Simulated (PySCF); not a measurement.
Spin states of CH⁺

Unrestricted PBE0; basis H def2-TZVP, C def2-TZVP; no relativity; PySCF 2.14. Outer shells of the fragments: H 1s1; C+ 2s2 2p1.

Followed along the bond (rough minima from three points):

```csv
2Ms+1,unpaired,⟨S²⟩ at the start,R at minimum (Å),Te (eV)
1,none,0.00,1.14,0.00
3,"σ ↑, π ↑",2.00,1.14,0.70
1,"σ ↑, π ↓",1.01,none in the scan,≤ 1.45
```

Solutions found at the starting distance of 1.130 Å, counted from the lowest of them; the search is not exhaustive and high or unbound solutions are not listed, so other states can lie among these:

```json
{"2Ms+1": "1", "unpaired": "none", "term": "¹Σ⁺", "E (eV)": "0.00", "⟨S²⟩": "0.00", "⟨Lz²⟩": "0.00", "μ (D)": "-1.80"}
{"2Ms+1": "3", "unpaired": "σ ↑, π ↑", "term": "³Π", "E (eV)": "0.70", "⟨S²⟩": "2.00", "⟨Lz²⟩": "1.00", "μ (D)": "-1.05"}
{"2Ms+1": "1", "unpaired": "σ ↑, π ↓", "term": "mixed", "E (eV)": "1.45", "⟨S²⟩": "1.01", "⟨Lz²⟩": "1.00", "μ (D)": "-1.29"}
{"2Ms+1": "3", "unpaired": "π ↑↑", "term": "³Σ⁻", "E (eV)": "4.22", "⟨S²⟩": "2.13", "⟨Lz²⟩": "0.00", "μ (D)": "-0.81"}
{"2Ms+1": "1", "unpaired": "π ↑↓", "term": "mixed", "E (eV)": "5.04", "⟨S²⟩": "1.00", "⟨Lz²⟩": "2.01", "μ (D)": "-0.84"}
{"2Ms+1": "1", "unpaired": "none", "term": "mixed", "E (eV)": "6.76", "⟨S²⟩": "0.00", "⟨Lz²⟩": "2.00", "μ (D)": "-0.84"}
```

A term symbol is given only where ⟨S²⟩ and ⟨Lz²⟩ are close to those of a pure state; real π, δ and φ orbitals otherwise mix terms. A positive dipole points towards C; it is taken about the centre of mass and depends on that origin.

Counting both spins, an empty level lies below a filled one in some of these solutions, because spin and occupation are held.
